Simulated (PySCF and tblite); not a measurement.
C₃H₆O, numbered as in [OH:1][CH:2]1[CH2:3][CH2:4]1.

Conformers came from 60 starts (ETKDG and KDG, MMFF94s, GFN2-xTB); geometries are GFN2-xTB. Weights use B3LYP-D3(BJ)/def2-SVP (IEF-PCM, chloroform) energies plus GFN2-xTB zero-point and thermal terms (modes under about 100 cm⁻¹ blended into free rotors). Symmetry numbers and mirror images are counted. Conformers within 3 kcal/mol (GFN2-xTB free energy) were kept, 10 at most. GIAO shieldings: KT2/pcSseg-1 (IEF-PCM, chloroform). Shifts are against TMS (¹H), TMS (¹³C) at the same level. Programs: PySCF with density fitting and tblite.

Torsions listed: H1–O1–C2–C3. Of a mirror pair one member is shown.

```
conformer  shape  weight %  dipole D
        1  -142°      98.1      1.72
        2   -36°       1.9      1.66
```

Question: How do the computed shifts compare with measured ones?

Answer: 
| nucleus | signal | leading conformer | average | measured | medium |
| --- | --- | --- | --- | --- | --- |
| ¹H | H2 | 3.88 | 3.88 | 3.35 | not stated per compound (mostly CDCl3 or CCl4) |
| ¹³C | C2 | 51.2 | 51.3 | 45.7 | not stated per compound (mostly CDCl3 or CCl4) |
| ¹³C | C3/C4 | 9.6 | 9.6 | 6.8 | not stated per compound (mostly CDCl3 or CCl4) |

Measured values: Pretsch, Buehlmann, Badertscher, Structure Determination of Organic Compounds, 4th ed. (2009). Mean difference for ¹³C: 4.20 ppm, scatter 1.40 ppm. The computed shifts are unscaled and lack vibrational corrections.
